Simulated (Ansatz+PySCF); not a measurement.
A calculation with Ansatz (development build ahead of 0.2.0).

```yaml
crystal:
  periodic: [false, false, false]
  atoms:
    - { symbol: "N", position_ang: [0.0, 0.0, -0.59917] }
    - { symbol: "N", position_ang: [0.0, 0.0, 0.59917] }
basis:
  gaussian: { orbitals: def2-SVP }
total_charge: 1
magnetization:
  spin_polarized: true
  initial_magnetization: 1
hamiltonian:
  xc: hf
scf:
  omitted_lower_state_checks: [starts, atomic_configurations, cluster_reference, orbital_swaps, given_window_search, neighbouring_geometries, increment]
```

The input is written out in the form of the current development build from the run's settings.

Output:

- Converged: yes
- Total energy: -108.28517 hartree
- Spin squared of the determinant: 1.653
- Stability test: minimum

Caution: the unrestricted determinant is a mixture of spin states; the determinant breaks the point group.
